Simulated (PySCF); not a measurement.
# chlorine fluoride: removing and adding an electron

System: chlorine fluoride, `FCl` (ClF). Non-hydrogen atoms are numbered in `[F:1][Cl:2]`.

Computed at PBE0-D3(BJ)/ma-def2-TZVP // PBE0-D3(BJ)/ma-def2-SVP with PySCF (density fitting, grid level 2). Zero-point and thermal terms (298.15 K, 1 bar) come from unscaled PBE0-D3(BJ)/ma-def2-SVP harmonic frequencies, with soft modes damped to free rotors in the entropy.

Frontier levels of the parent: HOMO -9.56 eV, LUMO -3.38 eV.

Oxidation to the radical cation:
| Item | Value |
| --- | --- |
| Vertical ionisation energy (electronic) | 12.74 eV |
| Adiabatic ionisation energy (with zero-point energy) | 12.51 eV |
| Adiabatic, electronic part | 12.50 eV |
| Vertical gap at the product's structure | 12.44 eV |
| Inner reorganisation energy (four-point) | 308 meV |
| Relaxation of product / of parent | 246 / 62 meV |
| ⟨S²⟩ of the product | 0.754 |
| Largest spin populations | Cl2 0.79, F1 0.21 |
| Largest changes of atomic charge | Cl2 0.78, F1 0.22 |
| Distances that move most (Å) | F1–Cl2 1.647 → 1.554 |

Reduction to the radical anion, in which a bond forms, breaks or stretches far on relaxation ([ClF]-•):
* Vertical electron affinity (electronic): 0.77 eV
* Adiabatic electron affinity (with zero-point energy): 2.51 eV
* Adiabatic, electronic part: 2.48 eV
* Vertical gap at the product's structure: 4.81 eV
* ⟨S²⟩ of the product: 0.756
* Largest spin populations: Cl2 0.53, F1 0.47
* Largest changes of atomic charge: Cl2 -0.79, F1 -0.21
* Distances that move most (Å): F1–Cl2 1.647 → 2.254

Against the Active Thermochemical Tables (version 1.112): ionisation energy to the radical cation 12.66 (computed 12.51, error -0.15) eV.

Measured values (NIST Chemistry WebBook, evaluated or the median of agreeing entries): vertical ionisation energy 12.77 eV (computed 12.74, difference -0.03); adiabatic ionisation energy 12.66 eV (computed 12.51, difference -0.15).

Caveats: spin-orbit coupling is left out of the energies, which matters for open shells on the heavier atoms; the split of the reorganisation energy is sensitive to the structures, which come from another level (PBE0-D3(BJ)/ma-def2-SVP).

Run with `OMP_NUM_THREADS=1 python redox_run.py task.json out` on 1 thread of Arm Neoverse N1, a shared host. Structures, frequencies and single points: 37 s of wall time.
